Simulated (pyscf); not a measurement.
# Routes from HO–GaH₂ + H₂O

Candidate steps break at most two bonds and form at most two. Each was searched with GFN2-xTB (tblite) first. Structures and frequencies: ωB97X-D3(BJ)/def2-SVP in PySCF. Energies: ωB97M-D3(BJ)/def2-TZVP, kcal/mol, from the separated reactants, singlet surface; ΔG‡ with ideal gas, 1 atm, RRHO with modes under 100 cm⁻¹ raised to 100, one conformer, R ln 2 for chiral ones without a mode under 150 cm⁻¹.

```json
[
 {"products": "H₂O + HO–GaH₂", "type": "four-centre exchange", "ΔE‡": "-9.2", "ΔE": "0.0", "ΔG‡ 298 K": "–", "ΔG‡ 900 K": "–", "ν‡ (cm⁻¹)": "965i"},
 {"products": "HO–GaH–OH + H₂", "type": "four-centre exchange", "ΔE‡": "13.1", "ΔE": "-10.6", "ΔG‡ 298 K": "21.6", "ΔG‡ 900 K": "42.0", "ν‡ (cm⁻¹)": "1321i"}
]
```

A dash marks a saddle under its separated products, where this table gives no free-energy barrier. Row 1: On the reactant side the descent ends in an adduct with a Ga–O contact, 16.8 kcal/mol under the separated species and 6.6 kcal/mol under the saddle at ωB97X-D3(BJ)/def2-TZVP. On the product side the descent ends in an adduct with a Ga–O contact, 16.8 kcal/mol under the separated species and 6.6 kcal/mol under the saddle at ωB97X-D3(BJ)/def2-TZVP. Row 2: On the reactant side the descent ends in an adduct with a Ga–O contact, 16.8 kcal/mol under the separated species and 28.4 kcal/mol under the saddle at ωB97X-D3(BJ)/def2-TZVP. 

Plain bond fissions and candidates not yet searched are not listed, and one of them may be faster. Each barrier is that of the saddle found; lower ones may exist. Elements up to Kr have no core potential and no relativistic terms here.
